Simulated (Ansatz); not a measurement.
Reaction (formal loss of a carbene): `CC(Cl)=C(O)O` → `[CH2]` (triplet) + `OC(O)=CCl`

Isolated molecules relaxed with PBE0-D4/def2-TZVP in Ansatz; ΔE leaves out vibrations. CBS: MP2 limit from def2 TZ/QZ plus the TZ coupled-cluster correction, frozen cores. This one scheme is used for every species. Functionals use def2-TZVPP. Triplets are unrestricted, without spin–orbit coupling. Each species was taken in one conformer, which may not be the lowest.

(1) Is it downhill or uphill in electronic energy at CCSD(T)/CBS, and by how much? (An estimate is asked.)

(2) What do these levels give: BLYP-D4, B97M-V, ωB97M-V, PBE-QIDH, PBE, PBE0, r2SCANh, RPA@PBE/def2-TZVPP, SCS-MP2/def2-TZVPP, MP2/def2-QZVPP, SCS-MP2/def2-QZVPP, CCSD/CBS(def2)? (Best estimate.)

Largest T1 diagnostic among the species: 0.012.

Results:

(1) Ansatz gave: Uphill: ΔE = +431.4 kJ/mol.

(2) The calculation gave: BLYP-D4 423.2, B97M-V 431.6, ωB97M-V 431.5, PBE-QIDH 426.4, PBE 429.5, PBE0 421.3, r2SCANh 403.6, RPA@PBE/def2-TZVPP 413.0, SCS-MP2/def2-TZVPP 433.9, MP2/def2-QZVPP 441.1, SCS-MP2/def2-QZVPP 441.9, CCSD/CBS(def2) 419.4 kJ/mol.

From BLYP to BHLYP (50 % exact exchange), in def2-TZVPP and without D4, ΔE moves by −5.6 kJ/mol. In def2-TZVPP, CCSD(T) changes the Hartree–Fock value by +141.7 kJ/mol (the triples alone add +12.0 kJ/mol) and MP2 by +156.4 kJ/mol. At CCSD(T), def2-SVP lies −15.2 kJ/mol from the extrapolated value and def2-TZVPP −11.7 kJ/mol.
